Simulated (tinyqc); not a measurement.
Inside a calculation. Method: CCSD on RHF in the sto-6g basis, frozen core, for H2O, spin multiplicity 1. Computed by tinyqc, a small Python program that keeps every step (integrals from PySCF). Settings: charge = 0, multiplicity = 1, basis = sto-6g, method = RHF, frozen orbitals = 1, energy threshold = 1e-10, iteration cap = 86, orthogonalisation = symmetric, start = atomic densities, DIIS depth = 6, amplitude equations = CCSD, DIIS depth for amplitudes = 6, cap on updates = 74. Command: `OMP_NUM_THREADS=1 python tinyqc.py 27199 27200 out.jsonl` (the two numbers bound the seeds that draw the settings). One thread of a shared host (Intel(R) Xeon(R) Processor @ 2.60GHz), about 0.5 s of CPU time with the checks. The early iterations of the SCF are left out here.

## One-electron integrals

Geometry (angstrom):
```
atom         x          y         z
O     0.000000   0.000000  0.000000
H     0.000000   0.790000  0.603000
H     0.000000  -0.790000  0.603000
```

Basis sto-6g: exponents (1/bohr^2) and contraction coefficients of normalised primitives:
```
element  l (shell)     exponent  coefficient
O            s (1)  1355.584234     0.009164
O            s (1)   248.544885     0.049361
O            s (1)    69.533902     0.168538
O            s (1)    23.886772     0.370563
O            s (1)     9.275933     0.416492
O            s (1)     3.820341     0.130334
O            s (2)    52.187762    -0.013253
O            s (2)    10.329320    -0.046992
O            s (2)     3.210345    -0.033785
O            s (2)     1.235135     0.250242
O            s (2)     0.536420     0.595117
O            s (2)     0.245881     0.240706
O            p (3)    52.187762     0.003760
O            p (3)    10.329320     0.037679
O            p (3)     3.210345     0.173897
O            p (3)     1.235135     0.418036
O            p (3)     0.536420     0.425860
O            p (3)     0.245881     0.101708
H            s (1)    35.523221     0.009164
H            s (1)     6.513144     0.049361
H            s (1)     1.822143     0.168538
H            s (1)     0.625955     0.370563
H            s (1)     0.243077     0.416492
H            s (1)     0.100112     0.130334
```

Overlap, kinetic and nuclear-attraction integrals over the contracted functions; the nuclear repulsion is the sum of Za Zb / Rab.

nuclear repulsion = 8.85427522 hartree

overlap S, lower triangle:
```
           1O 1s     1O 2s    1O 2px     1O 2py    1O 2pz     2H 1s     3H 1s
1O 1s   1.000000
1O 2s   0.231145  1.000000
1O 2px  0.000000  0.000000  1.000000
1O 2py  0.000000  0.000000  0.000000   1.000000
1O 2pz  0.000000  0.000000  0.000000   0.000000  1.000000
2H 1s   0.050962  0.453122  0.000000   0.301845  0.230396  1.000000
3H 1s   0.050962  0.453122  0.000000  -0.301845  0.230396  0.228690  1.000000
```

kinetic energy T (hartree), lower triangle:
```
            1O 1s     1O 2s    1O 2px     1O 2py    1O 2pz     2H 1s     3H 1s
1O 1s   29.327197
1O 2s   -0.896024  0.842618
1O 2px   0.000000  0.000000  2.531309
1O 2py   0.000000  0.000000  0.000000   2.531309
1O 2pz   0.000000  0.000000  0.000000   0.000000  2.531309
2H 1s   -0.003656  0.110934  0.000000   0.202468  0.154542  0.768522
3H 1s   -0.003656  0.110934  0.000000  -0.202468  0.154542  0.002565  0.768522
```

nuclear attraction V (hartree), lower triangle:
```
             1O 1s       1O 2s     1O 2px      1O 2py      1O 2pz      2H 1s      3H 1s
1O 1s   -62.323234
1O 2s    -6.397432  -10.053809
1O 2px    0.000000    0.000000  -9.976520
1O 2py    0.000000    0.000000   0.000000  -10.122254
1O 2pz   -0.018487   -0.208286   0.000000    0.000000  -10.061427
2H 1s    -1.615492   -3.618778   0.000000   -2.148436   -1.704389  -5.698685
3H 1s    -1.615492   -3.618778   0.000000    2.148436   -1.704389  -1.435997  -5.698685
```

core Hamiltonian H = T + V (hartree), lower triangle:
```
             1O 1s      1O 2s     1O 2px     1O 2py     1O 2pz      2H 1s      3H 1s
1O 1s   -32.996037
1O 2s    -7.293456  -9.211190
1O 2px    0.000000   0.000000  -7.445211
1O 2py    0.000000   0.000000   0.000000  -7.590945
1O 2pz   -0.018487  -0.208286   0.000000   0.000000  -7.530118
2H 1s    -1.619148  -3.507844   0.000000  -1.945968  -1.549847  -4.930163
3H 1s    -1.619148  -3.507844   0.000000   1.945968  -1.549847  -1.433431  -4.930163
```

## Two-electron integrals

Functions are numbered as in S; the eight-fold symmetry (ij|kl) = (ji|kl) = (kl|ij) leaves the list below.

Two-electron integrals (ij|kl) in chemists' order, unique and non-zero (hartree):
```
(11|11) 4.787491    (21|11) 0.675884    (21|21) 0.121505    (22|11) 1.117379
(22|21) 0.249212    (22|22) 0.817383    (31|31) 0.025762    (32|31) 0.039145
(32|32) 0.180664    (33|11) 1.117381    (33|21) 0.249212    (33|22) 0.817382
(33|33) 0.880663    (41|41) 0.025762    (42|41) 0.039145    (42|42) 0.180664
(43|43) 0.047461    (44|11) 1.117381    (44|21) 0.249212    (44|22) 0.817382
(44|33) 0.785741    (44|44) 0.880663    (51|51) 0.025762    (52|51) 0.039145
(52|52) 0.180664    (53|53) 0.047461    (54|54) 0.047461    (55|11) 1.117381
(55|21) 0.249212    (55|22) 0.817382    (55|33) 0.785741    (55|44) 0.785741
(55|55) 0.880663    (61|11) 0.158997    (61|21) 0.027391    (61|22) 0.054932
(61|33) 0.054813    (61|41) 0.001063    (61|42) 0.002075    (61|44) 0.055038
(61|51) 0.000812    (61|52) 0.001584    (61|54) 0.000172    (61|55) 0.054944
(61|61) 0.006294    (62|11) 0.378895    (62|21) 0.085651    (62|22) 0.310095
(62|33) 0.304999    (62|41) 0.005438    (62|42) 0.039778    (62|44) 0.314658
(62|51) 0.004151    (62|52) 0.030362    (62|54) 0.007372    (62|55) 0.310626
(62|61) 0.019401    (62|62) 0.145087    (63|31) 0.009614    (63|32) 0.053788
(63|43) 0.008244    (63|53) 0.006293    (63|63) 0.020761    (64|11) 0.214556
(64|21) 0.049199    (64|22) 0.189999    (64|33) 0.181388    (64|41) 0.012370
(64|42) 0.076934    (64|44) 0.203780    (64|51) 0.002104    (64|52) 0.017667
(64|54) 0.010799    (64|55) 0.184827    (64|61) 0.011666    (64|62) 0.108104
(64|64) 0.100488    (65|11) 0.163769    (65|21) 0.037553    (65|22) 0.145024
(65|33) 0.138452    (65|41) 0.002104    (65|42) 0.017667    (65|44) 0.142958
(65|51) 0.011219    (65|52) 0.067273    (65|54) 0.011684    (65|55) 0.153663
(65|61) 0.008905    (65|62) 0.082515    (65|64) 0.060855    (65|65) 0.067211
(66|11) 0.515013    (66|21) 0.118583    (66|22) 0.490162    (66|33) 0.470460
(66|41) 0.009971    (66|42) 0.098983    (66|44) 0.507806    (66|51) 0.007611
(66|52) 0.075553    (66|54) 0.028506    (66|55) 0.492218    (66|61) 0.027156
(66|62) 0.287587    (66|64) 0.244816    (66|65) 0.186866    (66|66) 0.774999
(71|11) 0.158997    (71|21) 0.027391    (71|22) 0.054932    (71|33) 0.054813
(71|41) -0.001063   (71|42) -0.002075   (71|44) 0.055038    (71|51) 0.000812
(71|52) 0.001584    (71|54) -0.000172   (71|55) 0.054944    (71|61) 0.006199
(71|62) 0.018744    (71|64) 0.010244    (71|65) 0.008601    (71|66) 0.025873
(71|71) 0.006294    (72|11) 0.378895    (72|21) 0.085651    (72|22) 0.310095
(72|33) 0.304999    (72|41) -0.005438   (72|42) -0.039778   (72|44) 0.314658
(72|51) 0.004151    (72|52) 0.030362    (72|54) -0.007372   (72|55) 0.310626
(72|61) 0.018744    (72|62) 0.117737    (72|64) 0.060390    (72|65) 0.065073
(72|66) 0.191514    (72|71) 0.019401    (72|72) 0.145087    (73|31) 0.009614
(73|32) 0.053788    (73|43) -0.008244   (73|53) 0.006293    (73|63) 0.016319
(73|73) 0.020761    (74|11) -0.214556   (74|21) -0.049199   (74|22) -0.189999
(74|33) -0.181388   (74|41) 0.012370    (74|42) 0.076934    (74|44) -0.203780
(74|51) -0.002104   (74|52) -0.017667   (74|54) 0.010799    (74|55) -0.184827
(74|61) -0.010244   (74|62) -0.060390   (74|64) -0.015139   (74|65) -0.032623
(74|66) -0.086923   (74|71) -0.011666   (74|72) -0.108104   (74|74) 0.100488
(75|11) 0.163769    (75|21) 0.037553    (75|22) 0.145024    (75|33) 0.138452
(75|41) -0.002104   (75|42) -0.017667   (75|44) 0.142958    (75|51) 0.011219
(75|52) 0.067273    (75|54) -0.011684   (75|55) 0.153663    (75|61) 0.008601
(75|62) 0.065073    (75|64) 0.032623    (75|65) 0.051716    (75|66) 0.115971
(75|71) 0.008905    (75|72) 0.082515    (75|74) -0.060855   (75|75) 0.067211
(76|11) 0.142925    (76|21) 0.032621    (76|22) 0.127465    (76|33) 0.124606
(76|44) 0.127104    (76|51) 0.002524    (76|52) 0.021647    (76|55) 0.130686
(76|61) 0.007308    (76|62) 0.058876    (76|64) 0.037830    (76|65) 0.037656
(76|66) 0.119644    (76|71) 0.007308    (76|72) 0.058876    (76|74) -0.037830
(76|75) 0.037656    (76|76) 0.029114    (77|11) 0.515013    (77|21) 0.118583
(77|22) 0.490162    (77|33) 0.470460    (77|41) -0.009971   (77|42) -0.098983
(77|44) 0.507806    (77|51) 0.007611    (77|52) 0.075553    (77|54) -0.028506
(77|55) 0.492218    (77|61) 0.025873    (77|62) 0.191514    (77|64) 0.086923
(77|65) 0.115971    (77|66) 0.329863    (77|71) 0.027156    (77|72) 0.287587
(77|74) -0.244816   (77|75) 0.186866    (77|76) 0.119644    (77|77) 0.774999
```

## Orthogonalisation

S = U s U^T; symmetric (Loewdin) form X = U s^(-1/2) U^T, so that X^T S X = 1.

eigenvalues of S: 0.366025  0.443732  0.888423  1.000000  1.090762  1.327578  1.883481

X, lower triangle:
```
            1O 1s      1O 2s    1O 2px     1O 2py     1O 2pz      2H 1s     3H 1s
1O 1s    1.022721
1O 2s   -0.137118   1.220875
1O 2px   0.000000   0.000000  1.000000
1O 2py   0.000000   0.000000  0.000000   1.102620
1O 2pz  -0.008700   0.099775  0.000000   0.000000   1.049774
2H 1s    0.019414  -0.276756  0.000000  -0.216281  -0.138501   1.186544
3H 1s    0.019414  -0.276756  0.000000   0.216281  -0.138501  -0.079940  1.186544
```

## Iteration 7 (converged): orbitals

converged F (hartree), lower triangle:
```
             1O 1s      1O 2s     1O 2px     1O 2py     1O 2pz      2H 1s      3H 1s
1O 1s   -20.504298
1O 2s    -4.963611  -2.331279
1O 2px    0.000000   0.000000  -0.394600
1O 2py    0.000000   0.000000   0.000000  -0.302240
1O 2pz   -0.027914  -0.111116   0.000000   0.000000  -0.336159
2H 1s    -1.102397  -0.951797   0.000000  -0.387999  -0.352997  -0.531972
3H 1s    -1.102397  -0.951797   0.000000   0.387999  -0.352997  -0.348268  -0.531972
```

Diagonalise F' = X^T F X, C = X C', fill 5 alpha and 5 beta electrons from the bottom; D = 2 C_occ C_occ^T. Each column has its largest component positive (the first on a tie).

F' = X^T F X (hartree), lower triangle:
```
            1          2          3          4          5          6         7
1  -20.175983
2   -2.506238  -1.204960
3    0.000000   0.000000  -0.394600
4    0.000000   0.000000   0.000000  -0.014527
5   -0.046554   0.112160   0.000000   0.000000  -0.190543
6   -0.183715  -0.486847   0.000000  -0.455724  -0.321855   0.008195
7   -0.183715  -0.486847   0.000000   0.455724  -0.321855  -0.093989  0.008195
```

orbital energies (hartree): MO1 -20.507449, MO2 -1.257365, MO3 -0.603299, MO4 -0.452714, MO5 -0.394600, MO6 0.560250, MO7 0.690956

coefficients C:
```
              MO1        MO2        MO3        MO4       MO5        MO6        MO7
1O 1s    0.996698  -0.223178   0.000000   0.093183  0.000000  -0.117005   0.000000
1O 2s    0.015478   0.851105   0.000000  -0.518534  0.000000   0.824004   0.000000
1O 2px   0.000000   0.000000   0.000000   0.000000  1.000000   0.000000   0.000000
1O 2py   0.000000   0.000000   0.607766   0.000000  0.000000   0.000000   0.969509
1O 2pz   0.002980   0.116748   0.000000   0.772475  0.000000   0.734892   0.000000
2H 1s   -0.003496   0.151702   0.444335   0.291628  0.000000  -0.774833  -0.807053
3H 1s   -0.003496   0.151702  -0.444335   0.291628  0.000000  -0.774833   0.807053
```

D after iteration 7, lower triangle:
```
            1O 1s      1O 2s    1O 2px     1O 2py    1O 2pz      2H 1s     3H 1s
1O 1s    2.103798
1O 2s   -0.445678   1.986995
1O 2px   0.000000   0.000000  2.000000
1O 2py   0.000000   0.000000  0.000000   0.738759
1O 2pz   0.097791  -0.602287  0.000000   0.000000  1.220712
2H 1s   -0.020333  -0.044317  0.000000   0.540104  0.485952   0.611013
3H 1s   -0.020333  -0.044317  0.000000  -0.540104  0.485952  -0.178722  0.611013
```

## Convergence

Stop when the energy changes by less than 1e-10 hartree and every element of the error matrix X^T (F D S - S D F) X is below 3e-06.

Course of the cycle:
```
iteration   E (hartree)     change  largest element of the error matrix
1          -76.12784912          -                             1.21e+00
2          -75.64231688   4.86e-01                             1.89e-01
3          -75.67925987  -3.69e-02                             2.23e-02
4          -75.67975072  -4.91e-04                             4.60e-03
5          -75.67977775  -2.70e-05                             1.23e-05
6          -75.67977775  -1.74e-10                             2.62e-06
7          -75.67977775  -2.34e-11                             2.55e-09
```

PySCF RHF in the same basis = -75.67977775 hartree

Converged in 7 iterations.

## Integrals over molecular orbitals

(pq|rs) = sum C_ip C_jq C_kr C_ls (ij|kl), one index at a time.

one-electron integrals over orbitals h = C^T H C (hartree), lower triangle:
```
            1          2          3          4          5          6          7
1  -32.982718
2    0.569703  -7.683270
3    0.000000   0.000000  -6.286735
4   -0.231350   0.472118   0.000000  -6.920690
5    0.000000   0.000000   0.000000   0.000000  -7.445211
6    0.305317  -1.369137   0.000000  -1.128077   0.000000  -5.354974
7    0.000000   0.000000  -1.732579   0.000000   0.000000   0.000000  -5.599718
```

Two-electron integrals over orbitals (pq|rs), unique and non-zero (hartree); the lowest 1 orbital is frozen and left out:
```
(22|22) 0.728066    (32|32) 0.140813    (33|22) 0.638331    (33|33) 0.623886
(42|22) -0.004268   (42|33) 0.005656    (42|42) 0.127000    (43|32) 0.022378
(43|43) 0.049229    (44|22) 0.676101    (44|33) 0.592059    (44|42) -0.103122
(44|44) 0.765326    (52|52) 0.146559    (53|53) 0.028191    (54|52) -0.045910
(54|54) 0.053826    (55|22) 0.751079    (55|33) 0.622739    (55|42) -0.072139
(55|44) 0.721707    (55|55) 0.880663    (62|22) 0.142328    (62|33) 0.074008
(62|42) 0.023360    (62|44) 0.083930    (62|55) 0.156106    (62|62) 0.100953
(63|32) -0.040198   (63|43) -0.031304   (63|63) 0.073007    (64|22) 0.102916
(64|33) 0.044041    (64|42) -0.035132   (64|44) 0.124217    (64|55) 0.123573
(64|62) 0.061817    (64|64) 0.074817    (65|52) 0.057386    (65|54) 0.000284
(65|65) 0.037414    (66|22) 0.609689    (66|33) 0.567027    (66|42) 0.056390
(66|44) 0.549452    (66|55) 0.586701    (66|62) 0.096841    (66|64) 0.045835
(66|66) 0.596056    (72|32) 0.044784    (72|43) -0.032980   (72|63) 0.033966
(72|72) 0.063539    (73|22) 0.146588    (73|33) 0.090495    (73|42) -0.076607
(73|44) 0.156658    (73|55) 0.193276    (73|62) 0.075697    (73|64) 0.083620
(73|66) 0.039518    (73|73) 0.154123    (74|32) -0.075762   (74|43) -0.001676
(74|63) 0.047403    (74|72) -0.016927   (74|74) 0.068932    (75|53) 0.023795
(75|75) 0.024595    (76|32) 0.096189    (76|43) 0.051797    (76|63) -0.066463
(76|72) -0.007741   (76|74) -0.059092   (76|76) 0.116641    (77|22) 0.621105
(77|33) 0.604097    (77|42) -0.015503   (77|44) 0.601921    (77|55) 0.621384
(77|62) 0.068435    (77|64) 0.043009    (77|66) 0.563911    (77|73) 0.093983
(77|77) 0.614440
```

## CCSD: starting amplitudes

t_ij^ab = <ij||ab> / (e_i + e_j - e_a - e_b), whose energy is MP2.

Starting amplitudes (spin orbitals 1a, 1b, ...; amplitudes related by a flip of all spins are not repeated):
```
from      to          t
3a 3b  7a 7b  -0.059541
4a 4b  6a 6b  -0.036930
3a 4b  6b 7a   0.036243
3a 3b  6a 6b  -0.031373
4a 4b  7a 7b  -0.030136
2a 2b  6a 6b  -0.027771
2a 3b  6a 7b  -0.024325
2a 4b  6a 6b  -0.021839
3a 4b  6a 7b  -0.020546
5a 5b  6a 6b  -0.019592
2a 2b  7a 7b  -0.016306
3a 4a  6a 7a   0.015697
2a 3a  6a 7a  -0.013410
5a 5b  7a 7b  -0.011328
2a 3b  6b 7a   0.010915
2a 4b  7a 7b   0.005474
```

correlation energy = -0.03873319 hartree

## CCSD: amplitude update 1

t_i^a D_i^a and t_ij^ab D_ij^ab are set to the remaining terms of the spin-orbital equations, evaluated with the old amplitudes; for the doubles these are <ij||ab> + 1/2 <ab||ef> t_ij^ef + 1/2 <mn||ij> t_mn^ab + P(ij)P(ab) <mb||ej> t_im^ae + terms in t^2 + terms with t1, D the orbital-energy denominators.

Amplitudes after update 1 (spin orbitals 1a, 1b, ...; amplitudes related by a flip of all spins are not repeated):
```
from      to          t
3a 3b  7a 7b  -0.075490
3a 4b  6b 7a   0.046864
4a 4b  6a 6b  -0.046377
3a 3b  6a 6b  -0.042442
4a 4b  7a 7b  -0.039215
2a 2b  6a 6b  -0.031752
3a 4b  6a 7b  -0.030784
2a 3b  6a 7b  -0.030509
2a 4b  6a 6b  -0.030338
5a 5b  6a 6b  -0.024253
2a 2b  7a 7b  -0.017906
2a 3b  6b 7a   0.017161
3a 4a  6a 7a   0.016080
2a 3a  6a 7a  -0.013348
5a 5b  7a 7b  -0.012256
4a        6a  -0.006758
2a 4b  7a 7b   0.004895
3a        7a  -0.003015
2a        6a  -0.000443
```

correlation energy = -0.04918366 hartree

## CCSD: amplitude update 2

As before.

Amplitudes after update 2 (spin orbitals 1a, 1b, ...; amplitudes related by a flip of all spins are not repeated):
```
from      to          t
3a 3b  7a 7b  -0.080484
3a 4b  6b 7a   0.050597
4a 4b  6a 6b  -0.050244
3a 3b  6a 6b  -0.046381
4a 4b  7a 7b  -0.042568
3a 4b  6a 7b  -0.035669
2a 4b  6a 6b  -0.033353
2a 2b  6a 6b  -0.032460
2a 3b  6a 7b  -0.031907
5a 5b  6a 6b  -0.025692
2a 3b  6b 7a   0.019697
2a 2b  7a 7b  -0.017845
3a 4a  6a 7a   0.014928
2a 3a  6a 7a  -0.012209
5a 5b  7a 7b  -0.011939
4a        6a  -0.010784
2a 4b  7a 7b   0.004274
3a        7a  -0.003742
2a        6a  -0.000321
```

correlation energy = -0.05250872 hartree

## CCSD: convergence

E_corr = 1/4 sum <ij||ab> t_ij^ab + 1/2 sum <ij||ab> t_i^a t_j^b; stop when the norm of the change is below 1e-8.

Course of the amplitude iterations:
```
update  correlation energy (hartree)  norm of the change
0                        -0.03873319                   -
1                        -0.04918366            7.35e-02
2                        -0.05250872            2.79e-02
3                        -0.05452725            1.18e-02
4                        -0.05452836            1.57e-03
5                        -0.05453564            3.42e-04
6                        -0.05453532            2.50e-05
7                        -0.05453551            6.43e-06
8                        -0.05453549            1.09e-06
9                        -0.05453549            2.08e-07
10                       -0.05453549            6.21e-08
11                       -0.05453549            9.48e-09
```

Converged amplitudes (spin orbitals 1a, 1b, ...; amplitudes related by a flip of all spins are not repeated):
```
from      to          t
3a 3b  7a 7b  -0.083565
4a 4b  6a 6b  -0.054197
3a 4b  6b 7a   0.053299
3a 3b  6a 6b  -0.047924
4a 4b  7a 7b  -0.044951
3a 4b  6a 7b  -0.039893
2a 4b  6a 6b  -0.035317
2a 2b  6a 6b  -0.032697
2a 3b  6a 7b  -0.032096
5a 5b  6a 6b  -0.026374
2a 3b  6b 7a   0.021204
2a 2b  7a 7b  -0.017406
4a        6a  -0.015623
3a 4a  6a 7a   0.013407
5a 5b  7a 7b  -0.011250
2a 3a  6a 7a  -0.010892
2a 4b  7a 7b   0.003651
3a        7a  -0.003369
2a        6a   0.000407
```

CCSD total energy = -75.73431324 hartree

T1 diagnostic, norm of the one-spin t1 over sqrt(correlated electrons) = 0.005652

Converged in 11 updates, with DIIS from the third.
